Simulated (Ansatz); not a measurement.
System: rutile MnF2. Method: PBE-D4 (Ansatz, an electronic-structure program, plane waves, PAW).

Settings: plane-wave cutoff 520 eV, 8×8×10 k mesh (along the axes of the cell as run), Fermi–Dirac smearing 0.01 eV, spin-polarised with opposed moments, scalar-relativistic PAW data made under PBE.

Response to compression and expansion:

Shape and atoms are relaxed at each volume.

```json
[
 {"V (Å³/atom)": "12.684", "P (GPa)": "3.97", "direct gap at Γ (eV)": "2.287", "smallest gap on the k mesh (eV)": "2.138", "c (Å)": "3.289"},
 {"V (Å³/atom)": "12.948", "P (GPa)": "1.87", "direct gap at Γ (eV)": "2.297", "smallest gap on the k mesh (eV)": "2.183", "c (Å)": "3.302"},
 {"V (Å³/atom)": "13.212", "P (GPa)": "0.00", "direct gap at Γ (eV)": "2.301", "smallest gap on the k mesh (eV)": "2.226", "c (Å)": "3.314"},
 {"V (Å³/atom)": "13.477", "P (GPa)": "-1.67", "direct gap at Γ (eV)": "2.300", "smallest gap on the k mesh (eV)": "2.244", "c (Å)": "3.327"},
 {"V (Å³/atom)": "13.741", "P (GPa)": "-3.15", "direct gap at Γ (eV)": "2.295", "smallest gap on the k mesh (eV)": "2.244", "c (Å)": "3.338"}
]
```

The fundamental gap (2.22 eV at the equilibrium volume, with added k points) lies elsewhere than Γ–Γ.

Measured, for comparison: band gap 9.9 eV (temperature not stated, no zero-point or thermal correction, the source doubts the polymorph; as tabulated in Das and Bazhirov (2019), arXiv:1808.05325).

Note: without U or exact exchange, gaps and moments of open d shells tend to come out too small; the bulk modulus comes from volumes at which shape and atoms were relaxed.
